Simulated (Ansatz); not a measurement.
```yaml
atoms:
  - { symbol: C, position_ang: [1.4583, -0.4464, 0.0255] }
  - { symbol: C, position_ang: [0.4694, 0.6974, -0.0275] }
  - { symbol: O, position_ang: [-1.8530, -0.3147, -0.0531] }
  - { symbol: H, position_ang: [1.3018, -1.0611, 0.9107] }
  - { symbol: H, position_ang: [1.3666, -1.0862, -0.8511] }
  - { symbol: H, position_ang: [2.4822, -0.0669, 0.0571] }
  - { symbol: H, position_ang: [0.4711, 1.3254, 0.8610] }
  - { symbol: H, position_ang: [0.5335, 1.3035, -0.9286] }
  - { symbol: H, position_ang: [-0.6302, 0.2078, -0.0785] }
  - { symbol: H, position_ang: [-2.2672, 0.3883, 0.4658] }
```

Basis set: pcseg-2 (spherical functions). Charge 0, multiplicity 2.

Computed with Ansatz (development build ahead of 0.2.0); each method stands on the lowest determinant of its kind that the runs found. Restricted functionals stand beside restricted open-shell atoms, which can lie above the unrestricted atoms usual in DFT and then raise those values.

Problem. Give the atomization energy at this shape (free ground-state atoms in the same class of orbitals less the molecule, no zero-point energy) of doublet C2H7O by PBE0 (unrestricted), PBE (unrestricted), PBE (restricted open-shell).

Solution.

```tsv
method	atomization energy
PBE0 (unrestricted)	3424.8 kJ/mol
PBE (unrestricted)	3492.6 kJ/mol
PBE (restricted open-shell)	3502.5 kJ/mol
```

The shape needn't be a minimum at these levels.
